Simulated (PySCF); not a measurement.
N₂H₄.
SMILES with atom numbers: `[NH2:1][NH2:2]` (hydrogens: H3, H4 on N1; H5, H6 on N2)

Level of theory: core-valence-separated Tamm–Dancoff BHandHLYP/aug-pcX-1 (pcseg-1 on H) in PySCF, non-relativistic, gas phase, PBE0-D3(BJ)/def2-SVP geometry. BHandHLYP without relativity tends to put these K edges a few eV too low, so spacings mean more than positions.

Give energies, oscillator strengths and core holes at the N K edge.

```csv
E (eV),f,core hole on,main final orbital
400.06,0.0274,N1/N2,"LUMO+1 (2 roots, f summed)"
400.82,0.0519,N1/N2,"spread (2 roots, f summed)"
401.09,0.0674,N1/N2,"spread (2 roots, f summed)"
402.16,0.0156,N1/N2,"LUMO+2 (2 roots, f summed)"
403.08,0.0502,N1/N2,"LUMO+5 (2 roots, f summed)"
```

The first line with a tenth or more of the strongest one's intensity is at 400.06 eV (f = 0.027, sum of 2), with the hole on N1/N2 (hydrazine nitrogen). The strongest listed is at 401.09 eV (f = 0.067, sum of 2; N1/N2).

Roots within 0.03 eV whose holes lie on the same, on equivalent or on shared atoms are summed into one line, and the highest roots are left out, as the search may have cut off their partners. Final orbitals are the ground state's empty Kohn–Sham orbitals.

What is the summed oscillator strength of the listed N K lines, and their intensity-weighted mean energy?

Σf = 0.212 over 5 lines from 400.06 to 403.08 eV; the weighted mean is 401.44 eV. The strongest line holds 32 % of the sum.

The list ends where the root search ended, not at a threshold.

Conformer computed: `[NH2:1][NH2:2]`: H–N1–N2–H 150°, H–N1–N2–H -90°.

One conformer stands for the species.
